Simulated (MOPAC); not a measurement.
A run for MOPAC: AM1 on Cl_anion (SMILES [Cl-]). Charge -1.

```
AM1 1SCF PRECISE CHARGE=-1 THREADS=1
Cl

Cl     0.00000000 1     0.00000000 1     0.00000000 1
```

It printed:

```
*******************************************************************************
 **                                                                           **
 **                              MOPAC v23.2.5                                **
 **                                                                           **
 *******************************************************************************
 ** MOPAC's Digital Object Identifier: https://doi.org/10.5281/zenodo.6511958 **
 **                                                                           **
 ** Please cite the open-source release paper for use of this MOPAC version:  **
 ** J. E. Moussa and J. J. P. Stewart (2026)                                  **
 ** MOPAC: An open-source semiempirical molecular orbital program             **
 ** J. Open Source Softw., 11(119), 8025, https://doi.org/10.21105/joss.08025 **
 *******************************************************************************

                              AM1 CALCULATION RESULTS

 *******************************************************************************
 *  AM1        - The AM1 Hamiltonian to be used
 *
 *
 *
 *                 CHARGE ON SYSTEM = -1
 *
 *
 *
 *  PRECISE    - TIGHTER CRITERIA TO BE USED
 *  1SCF       - DO 1 SCF AND THEN STOP
 *  THREADS=1  - MULTI-THREADING NOT USED
 *  T=         - A TIME OF 172800.0 SECONDS REQUESTED
 *  DUMP=N     - RESTART FILE WRITTEN EVERY 7200.0 SECONDS REQUESTED
 *******************************************************************************
AM1 1SCF PRECISE CHARGE=-1 THREADS=1
 Cl

   ATOM   CHEMICAL          X               Y               Z
  NUMBER   SYMBOL      (ANGSTROMS)     (ANGSTROMS)     (ANGSTROMS)

     1      Cl          0.00000000  *   0.00000000  *   0.00000000  *



          CARTESIAN COORDINATES

    NO.       ATOM           X           Y           Z

     1        Cl          0.0000      0.0000      0.0000

 Cl: (AM1): M.J.S. DEWAR AND E. G. ZOEBISCH, THEOCHEM, 180, 1 (1988).

           Empirical Formula: Cl  =     1 atoms



      MOLECULAR POINT GROUP   :   R3


      RHF CALCULATION, NO. OF DOUBLY OCCUPIED LEVELS = 4


 -------------------------------------------------------------------------------
 AM1 1SCF PRECISE CHARGE=-1 THREADS=1
 Cl



     1SCF WAS SPECIFIED, SO BFGS WAS NOT USED
     SCF FIELD WAS ACHIEVED


                              AM1 CALCULATION
                                                       MOPAC v23.2.5 Linux




          FINAL HEAT OF FORMATION =        -37.65745 KCAL/MOL =    -157.55877 KJ/MOL


          COSMO AREA              =         52.81 SQUARE ANGSTROMS
          COSMO VOLUME            =         36.09 CUBIC ANGSTROMS

          IONIZATION POTENTIAL    =          2.890107 EV
          HOMO LUMO ENERGIES (EV) =         -2.890
          NO. OF FILLED LEVELS    =          4
          MOLECULAR WEIGHT        =         35.4530         POINT GROUP:  R3


          SCF CALCULATIONS        =          1





   ATOM   CHEMICAL          X               Y               Z
  NUMBER   SYMBOL      (ANGSTROMS)     (ANGSTROMS)     (ANGSTROMS)

     1      Cl          0.00000000  *   0.00000000  *   0.00000000  *

                             CARTESIAN COORDINATES

   1   Cl        0.000000000     0.000000000     0.000000000


           Empirical Formula: Cl  =     1 atoms



      MOLECULAR POINT GROUP   :   R3


                  EIGENVALUES
 -24.88395  -2.89011  -2.89011  -2.89011


              NET ATOMIC CHARGES AND DIPOLE CONTRIBUTIONS

  ATOM NO.   TYPE          CHARGE      No. of ELECS.   s-Pop       p-Pop
    1         Cl          -1.000000        8.0000     2.00000     6.00000
 DIPOLE           X         Y         Z       TOTAL
 POINT-CHG.     0.000     0.000     0.000     0.000
 HYBRID         0.000     0.000     0.000     0.000
 SUM            0.000     0.000     0.000     0.000


          ATOMIC ORBITAL ELECTRON POPULATIONS

     Atom    s        px        py        pz
    1 Cl   2.00000   2.00000   2.00000   2.00000

 **********************
 *                    *
 * JOB ENDED NORMALLY *
 *                    *
 **********************




 == MOPAC DONE ==
```

The run finished.

Cost: about 0.010 core-seconds (a rough figure).
